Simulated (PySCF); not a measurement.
Ligands exchanged one at a time, B Cl-H. All species are isolated molecules in the gas phase. Strings in code marks are SMILES.

The S1 excitation (TDA) from two functionals at the same geometries (r2SCAN-D4/def2-TZVP), both in PySCF: PBE-D3(BJ)/def2-TZVP and r2SCAN-D4/def2-TZVP. Excitations are Tamm–Dancoff values on a coarser integration grid. The basis has no diffuse functions, so Rydberg states are missing or too high.

```json
[
 {"species": "0 of 3 Cl replaced by H", "PBE-D3(BJ)/def2-TZVP (eV)": "5.11", "r2SCAN-D4/def2-TZVP (eV)": "5.71"},
 {"species": "1 of 3 Cl replaced by H", "PBE-D3(BJ)/def2-TZVP (eV)": "5.27", "r2SCAN-D4/def2-TZVP (eV)": "5.86"},
 {"species": "2 of 3 Cl replaced by H (`ClB`)", "PBE-D3(BJ)/def2-TZVP (eV)": "4.56", "r2SCAN-D4/def2-TZVP (eV)": "5.16"}
]
```

Over these rows, drawn at random from the members with no instability flagged (it was tested for open shells, ions and some series alone), PBE minus r2SCAN-D4: mean -0.59 eV, from -0.60 eV to -0.59 eV.
